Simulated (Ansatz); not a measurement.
in.yaml

```yaml
crystal:
  periodic: [false, false, false]
  atoms:
    - {symbol: Si, position_ang: [0.000090, -0.000062, -0.043737]}
    - {symbol: H, position_ang: [1.415348, 0.014593, 0.409118]}
    - {symbol: H, position_ang: [-0.721058, 1.220018, 0.403029]}
    - {symbol: H, position_ang: [-0.696788, -1.232882, 0.406559]}
basis:
  gaussian: {orbitals: 6-31G}
magnetization: {spin_polarized: false, initial_magnetization: 1}
correlation: {method: fic_mrcisd_q_relaxed, electrons: outside_noble_gas, active_space: {window: {electrons: 7, orbitals: 5}}}
```

```sh
$ ansatz run in.yaml --threads 1 --pin off --events-out ev --progress --plain --max-ram 2393MiB
```

Log:

```
236 factors; integrals over basis functions are off by at most 1.8e-4 eV
mean field evaluation 1: about -7906.3472 eV, gradient 6.8e0 eV
mean field evaluation 2: about -7906.3485 eV, gradient 6.8e0 eV
mean field evaluation 4: about -7906.7019 eV, gradient 2.1e-1 eV
mean field evaluation 8: about -7906.7025 eV, gradient 8.6e-5 eV
mean field -7906.70254960 eV, -290.5659593423 hartree, gradient 9.8e-7 eV, S^2 0.750000; 0 other end points of the search recorded, 0 dependent functions left out
reference -7906.70254960 eV, -290.5659593423 hartree; 9, 8 occupied and 10, 11 virtual orbitals, 236 factors
state -7907.14006876 eV, -290.5820378748 hartree
contracted CI cycle   1: correlation 0.00000000 eV, 0.0000000000 hartree, residual 7.81e0 eV
contracted CI cycle   2: correlation -1.35306194 eV, -0.0497241093 hartree, residual 1.69e0 eV
contracted CI cycle   3: correlation -1.41737583 eV, -0.0520876009 hartree, residual 6.68e-1 eV
contracted CI cycle   4: correlation -1.42584709 eV, -0.0523989142 hartree, residual 2.25e-1 eV
contracted CI cycle   5: correlation -1.42684815 eV, -0.0524357025 hartree, residual 5.05e-2 eV
contracted CI cycle   6: correlation -1.42690831 eV, -0.0524379132 hartree, residual 1.81e-2 eV
contracted CI cycle   7: correlation -1.42691649 eV, -0.0524382140 hartree, residual 6.41e-3 eV
contracted CI cycle   8: correlation -1.42691755 eV, -0.0524382527 hartree, residual 2.41e-3 eV
contracted CI cycle   9: correlation -1.42691767 eV, -0.0524382573 hartree, residual 8.89e-4 eV
state -7907.14006876 eV, -290.5820378748 hartree; corrected -7908.62476708 eV, -290.6365995318 hartree
Total energy: -7908.62476708 eV, -290.6365995318 hartree
```

Natural occupations: 1.9999 1.9995 1.9759 1.0005 0.0241.

Ran on 1 thread of Arm Neoverse V2, shared host: 0.36 s wall, 0.07 GiB peak host memory.
